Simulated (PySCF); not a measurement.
## ClH₅: fields on a plane

Computed with PySCF, PBE0, basis Cl def2-TZVP, H def2-TZVP (no relativity, density fitting).

The singlet minimum has Cl–H 1.275 Å, Cl–H 1.559 Å (×4); H–Cl–H 85.5° (×4), H–Cl–H 89.6° (×4), H–Cl–H 171.0° (×2).

The plane holds Cl1 at (0.00, 0.00), H2 at (1.27, 0.00), H3 at (0.12, 1.55), H5 at (0.12, -1.55) Å. Columns run from x = -1.95 to 3.45 Å, rows from y = 3.75 (top) to -3.45 Å, in steps of 0.3 Å. Other isomers or separated fragments may lie lower.

Q: Give the electrostatic potential (V) (cut at 20 V). Lower edges of the bins (V): '_' -0.43, '.' -0.31, ':' -0.11, '-' 0.19, '=' 0.67, '+' 1.43, '*' 2.64, '#' 4.55, '%' 7.58, '@' 12.39; top 20.0, each point printed twice.

A: 
```
........................::::::::::::::
........__________......::::::::::::::
......______________....::::::::::::::
......______________....::::::::::----
::..........::::::::..::::::----------
::::....::--++++++--::::::------------
::::::::--++%%@@##++------------------
::------==##@@@@@@**==============----
----====++##@@@@@@**++++++==========--
--====++**##%%@@%%##****++++++========
====++**%%@@@@@@@@%%####****++++======
====++##@@@@@@@@@@@@@@@@%%##**++++====
==++**##@@@@@@@@@@@@@@@@@@##**++++====
==++**##@@@@@@@@@@@@@@@@@@##**++++====
====++##@@@@@@@@@@@@@@@@%%##**++++====
====++**%%@@@@@@@@%%####****++++======
--====++**##%%@@%%##****++++++========
----====++##@@@@@@**++++++==========--
::------==##@@@@@@**==============----
::::::::--++%%@@##++------------------
::::....::--++++++--::::::------------
::..........::::::::..::::::----------
......______________....::::::::::----
......______________....::::::::::::::
........__________......::::::::::::::
```

Q: Give the electron localisation function (set to 0 where the density is under 0.005 e/Å³). Lower edges of the bins: '0' 0.000, '1' 0.100, '2' 0.200, '3' 0.300, '4' 0.400, '5' 0.500, '6' 0.600, '7' 0.700, '8' 0.800, '9' 0.900; top 1.00.

A: 
```
0000000000000000000
0000000000000000000
0000067870000000000
0000899999700000000
0007999999970000000
0038999999984000000
0027999999983000000
0004899999840000000
0001489998400000000
0001368984100000000
0024678874333210000
0368871158999970000
1589918819999994000
1589918819999994000
0368871158999970000
0024678874333210000
0001368984100000000
0001489998400000000
0004899999840000000
0027999999983000000
0038999999984000000
0007999999970000000
0000899999700000000
0000067870000000000
0000000000000000000
```
